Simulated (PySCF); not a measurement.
Compound: C4H4ClF.
Z-matrix (Å and degrees, GFN2-xTB geometry), rows numbered from 1:
```
F 
C   1  1.3704
C   2  1.5090  1  115.64
C   3  1.3333  2   92.34  1   117.27
Cl  4  1.6956  3  134.48  2   176.55
C   4  1.5054  3   95.95  2    -1.68
H   2  1.0934  1  106.70  3  -131.27
H   3  1.0711  2  132.11  1   -62.39
H   6  1.0877  2  115.98  1   124.87
H   6  1.0876  2  113.16  1    -3.75
```

A PySCF run (density fitting, gas phase, GFN2-xTB geometry) gave HOMO -7.57 eV, LUMO -0.08 eV, dipole 1.28 D.

Problem. Which of these levels was it?
A. BLYP/def2-SVPD
B. wB97X-D/6-311G**
C. PBE0/3-21G

Solution. C. It is PBE0/3-21G. All candidates on this geometry:

```json
{"level and settings": "BLYP/def2-SVPD, fitting basis def2-universal-jkfit", "kind": "GGA", "basis functions": "162", "SCF cycles": "11", "E (Eh)": "-714.4177", "HOMO (eV)": "-6.38", "LUMO (eV)": "-1.39", "dipole (D)": "1.27"}
{"level and settings": "PBE0/3-21G, grid level 3, fitting basis def2-universal-jkfit", "kind": "global hybrid", "basis functions": "66", "SCF cycles": "9", "E (Eh)": "-710.7581", "HOMO (eV)": "-7.57", "LUMO (eV)": "-0.08", "dipole (D)": "1.28"}
{"level and settings": "wB97X-D/6-311G**", "kind": "range-separated hybrid", "basis functions": "140", "SCF cycles": "13", "E (Eh)": "-714.8040", "HOMO (eV)": "-9.43", "LUMO (eV)": "1.50", "dipole (D)": "1.29"}
```

The nearest other candidate, by the summed differences of HOMO and LUMO, is BLYP/def2-SVPD: its HOMO differs by +1.19 eV and its LUMO by -1.31 eV. wB97X-D ran without the empirical dispersion term, which would shift the total energy alone. Cycle counts include a coarse-grid stage where the run had one. All basis functions are spherical, in the Pople sets too.
